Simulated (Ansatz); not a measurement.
# C₂H₃FO (singlet): from Hartree-Fock to the top rungs, cc-pVTZ

How much of the correlation energy of C₂H₃FO (singlet) does each wave-function method recover here?

Computed with Ansatz 0.2.0, Gaussian basis. Level: cc-pVTZ, core rule «outside noble gas», up to 4 orbitals frozen.

To be run: UHF; CCSD(T) on RHF; CCSDT(Q) on RHF.

2 further runs of the same task are left out: 2 set aside as unsound or not needed.

### 1 What is computed

The geometry is an MP2(full)/6-31G* stationary point (not a proven minimum).

7 atoms, charge 0, spin multiplicity 1.

Atoms are counted from 1 here; the program's logs count them from 0.

Bond lengths: C1–O2 1.198 Å, C1–F3 1.368 Å, C1–C4 1.493 Å, C4–H5 1.088 Å, C4–H6 1.092 Å, C4–H7 1.092 Å. Angles: O2–C1–F3 120.7°, O2–C1–C4 129.3°, F3–C1–C4 110.1°, C1–C4–H5 109.7°, C1–C4–H6 109.4°, C1–C4–H7 109.4°, H5–C4–H6 110.3°, H5–C4–H7 110.3°, H6–C4–H7 107.7°.

As a file:

```
C     0.0820    0.1378    0.0000
O     0.2086    1.3286    0.0000
F    -1.1620   -0.4314    0.0000
C     1.1314   -0.9248    0.0000
H     2.1179   -0.4657    0.0000
H     1.0068   -1.5570    0.8815
H     1.0068   -1.5570   -0.8815
```

### 2 UHF

Input file in.yaml:

```yaml
crystal:
  periodic: [false, false, false]
  atoms:
    - {symbol: C, position_ang: [0.081969, 0.137779, 0.000000]}
    - {symbol: O, position_ang: [0.208620, 1.328582, 0.000000]}
    - {symbol: F, position_ang: [-1.161981, -0.431362, 0.000000]}
    - {symbol: C, position_ang: [1.131423, -0.924841, 0.000000]}
    - {symbol: H, position_ang: [2.117852, -0.465716, 0.000000]}
    - {symbol: H, position_ang: [1.006838, -1.557024, 0.881549]}
    - {symbol: H, position_ang: [1.006838, -1.557024, -0.881549]}
basis:
  gaussian: {orbitals: cc-pVTZ}
magnetization: {spin_polarized: true, initial_magnetization: 0}
hamiltonian: {xc: hf}
output: {orbitals: {seedname: orbitals}}
```

Command:

```bash
$ ansatz run in.yaml --threads 1 --pin off --events-out ev --progress --plain --max-ram 3956MiB --backend cpu
```

After this run come: CCSD(T) on RHF; CCSDT(Q) on RHF.

Q: Predict the results of all the runs planned. Wanted: RCCSDT(Q) below the RHF energy; RMP2 from RCCSDT(Q); RCCSD from RCCSDT(Q); RCCSD(T) from RCCSDT(Q); T1 diagnostic.

**Answer**, as computed:

| quantity | value |
| --- | --- |
| RCCSDT(Q) below the RHF energy | -23.3528 eV |
| RMP2 from RCCSDT(Q) | +29.29 kcal/mol |
| RCCSD from RCCSDT(Q) | +21.63 kcal/mol |
| RCCSD(T) from RCCSDT(Q) | +1.19 kcal/mol |
| levels within 1 kcal/mol (43 meV) | none |
| T1 diagnostic | 0.015 |

RCCSD(T) misses by +1.19 kcal/mol, 0.2 % of the correlation energy. These misses are within one basis, not against nature.
